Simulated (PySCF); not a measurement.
**Shapes and spin states of H2S**

Method: PySCF, PBE, basis S def2-TZVP, H def2-TZVP (no relativity, density fitting).

Relaxations began from a few typed shapes and spin states; open shells are unrestricted. The search is not exhaustive: other isomers or separated fragments can lie lower, and high-lying points may rest on an excited occupation.

```
   spin  group             bonds        angles  imaginary modes (cm⁻¹)  ΔE (kJ/mol)  ΔE with ZPE (kJ/mol)
singlet    C2v  S–H 1.352 Å (×2)   H–S–H 91.8°                    none          0.0                   0.0
singlet    D∞h  S–H 1.324 Å (×2)  H–S–H 180.0°            1727i, 1727i        278.8                     –
triplet    C2v  S–H 1.538 Å (×2)  H–S–H 155.3°                    none        397.8                 376.3
```

The lowest minimum found is the singlet C2v: S–H 1.352 Å (×2); H–S–H 91.8°.

Counting electrons, sulfur keeps 4 of its valence electrons outside its bonds, so the VSEPR class is AX2E2 and the expected shape is bent (C2v), as computed. The angle of 92° is close to 90°: the heavy centre bonds with nearly pure p orbitals and keeps its lone pair s-like.
